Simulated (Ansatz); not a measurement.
**UB3LYP/6-31G(d) (spherical functions) run of N2H3 (SMILES [NH]N)**

What is the energy change on altering one bond length of N2H3 at UB3LYP/6-31G* (spherical functions)? 

The results are computed with Ansatz 0.2.0.

28 further runs of the same task are left out: 28 set aside as unsound or not needed.

## Step 1: The system as given

N2H3: 5 atoms, total charge 0, spin state doublet. SMILES: `[NH]N`. The shape is that of a PBE0-D4/def2-TZVP optimisation. This is one conformer, not always the lowest.

Bond lengths: N1–N2 1.338 Å, N1–H3 1.021 Å, N2–H4 1.008 Å, N2–H5 1.012 Å. Angles: N1–N2–H4 113.9°, N1–N2–H5 120.9°, N2–N1–H3 106.1°, H4–N2–H5 114.6°.

## Step 2: A single-point energy at UB3LYP/6-31G(d) (spherical functions)

job.yaml

```yaml
crystal:
  periodic: [false, false, false]
  atoms:
    - symbol: N
      position_ang: [-0.187600, -0.818050, 0.454040]
    - symbol: "N"
      position_ang: [-0.128660, 0.235610, -0.368450]
    - symbol: H
      position_ang: [0.759840, -0.951450, 0.811270]
    - symbol: H
      position_ang: [-1.030950, 0.592300, -0.640030]
    - symbol: H
      position_ang: [0.587360, 0.941580, -0.256830]
basis:
  gaussian: {orbitals: 6-31G_st_-spherical.json}
magnetization: {spin_polarized: true, initial_magnetization: 1}
hamiltonian: {xc: {name: B3LYP}}
accuracy: high
output: {orbitals: {seedname: orbitals}}
```

The basis set 6-31G* is read from a file made from the Basis Set Exchange's data (not shown).

Run with:

```bash
$ ansatz run job.yaml --threads 1 --pin off --max-ram 3480MiB --events-out events.jsonl --progress --plain --runs-dir runs
```

Standard output:

```text
Warning: RAYON_NUM_THREADS=1 ignored (pool sized by the plan → 1); use --threads N
Functional definition: B3LYP
  name "B3LYP"
  parameter a0 = 0.2
  parameter ax = 0.72
  parameter ac = 0.81
  exchange = (1 - a0 - ax)*slater_x + ax*b88_x + a0*exact_x
  correlation = (1 - ac)*vwn_rpa_c + ac*lyp_c
746 factors; integrals over basis functions are off by at most 2.6e-9 eV
mean field evaluation 1: about -3022.6530 eV, gradient 2.9e1 eV
mean field evaluation 2: about -3021.3714 eV, gradient 3.4e1 eV
mean field evaluation 4: about -3026.3158 eV, gradient 1.5e0 eV
mean field evaluation 8: about -3026.4509 eV, gradient 1.1e-1 eV
mean field evaluation 16: about -3026.4510 eV, gradient 2.6e-5 eV
mean field -3026.45099125 eV, -111.2200225263 hartree, gradient 5.1e-8 eV, S^2 0.753174; 0 other end points of the search recorded, 0 dependent functions left out
reference -3026.45101382 eV, -111.2200233559 hartree; 9, 8 occupied and 25, 26 virtual orbitals, 746 factors
Total energy: -3026.45101382 eV, -111.2200233559 hartree
```

Run time: 2.3 s. Hardware: 1 thread of Arm Neoverse V1, shared host; peak memory 0.12 GiB.

## Step 3: The distorted shape

in.yaml

```yaml
crystal:
  periodic: [false, false, false]
  atoms:
    - {symbol: "N", position_ang: [-0.205284, -1.134179, 0.700811]}
    - {symbol: "N", position_ang: [-0.128660, 0.235610, -0.368450]}
    - {symbol: H, position_ang: [0.742156, -1.267579, 1.058041]}
    - {symbol: H, position_ang: [-1.030950, 0.592300, -0.640030]}
    - {symbol: H, position_ang: [0.587360, 0.941580, -0.256830]}
basis:
  gaussian:
    orbitals: 6-31G_st_-spherical.json
magnetization:
  spin_polarized: true
  initial_magnetization: 1
hamiltonian:
  xc: {name: B3LYP}
accuracy: high
output: {orbitals: {seedname: orbitals}}
```

The basis set 6-31G* is read from a file made from the Basis Set Exchange's data (not shown).

Run with:

```bash
$ ansatz run in.yaml --threads 1 --pin off --max-ram 3480MiB --events-out events.jsonl --progress --plain --runs-dir runs
```

Standard output:

```text
Warning: RAYON_NUM_THREADS=1 ignored (pool sized by the plan → 1); use --threads N
Functional definition: B3LYP
  name "B3LYP"
  parameter a0 = 0.2
  parameter ax = 0.72
  parameter ac = 0.81
  exchange = (1 - a0 - ax)*slater_x + ax*b88_x + a0*exact_x
  correlation = (1 - ac)*vwn_rpa_c + ac*lyp_c
729 factors; integrals over basis functions are off by at most 3.4e-9 eV
mean field evaluation 1: about -3021.9224 eV, gradient 2.5e1 eV
mean field evaluation 2: about -3020.5377 eV, gradient 3.1e1 eV
mean field evaluation 4: about -3024.6788 eV, gradient 9.7e-1 eV
mean field evaluation 8: about -3024.7906 eV, gradient 1.5e-1 eV
mean field evaluation 16: about -3024.7912 eV, gradient 3.4e-4 eV
mean field -3024.79118439 eV, -111.1590257492 hartree, gradient 6.9e-8 eV, S^2 0.754240; 0 other end points of the search recorded, 0 dependent functions left out
reference -3024.79120839 eV, -111.1590266312 hartree; 9, 8 occupied and 25, 26 virtual orbitals, 729 factors
Total energy: -3024.79120839 eV, -111.1590266312 hartree
```

Wall time 2.8 s (1 thread of Arm Neoverse V1, shared host); peak memory 0.12 GiB.

## Step 4: Results

At UB3LYP/6-31G* (spherical functions):

| quantity | value |
| --- | --- |
| first shape: total energy | -111.22002 Eh |
| first shape: HOMO energy (highest over α and β) | -4.68 eV |
| first shape: LUMO energy (lowest over α and β) | -0.44 eV |
| first shape: ⟨S²⟩ | 0.753 |
| distorted shape: total energy | -111.15903 Eh |
| distorted shape: HOMO energy (highest over α and β) | -6.32 eV |
| distorted shape: LUMO energy (lowest over α and β) | -2.09 eV |
| distorted shape: ⟨S²⟩ | 0.754 |
| energy change with the N1–N2 bond stretched from 1.338 to 1.739 Å | 1.660 eV |

In words: With the N1–N2 bond stretched from 1.338 to 1.739 Å the energy rises by 1.66 eV (160 kJ/mol). The first shape isn't relaxed at this level, so the change isn't measured from a minimum.
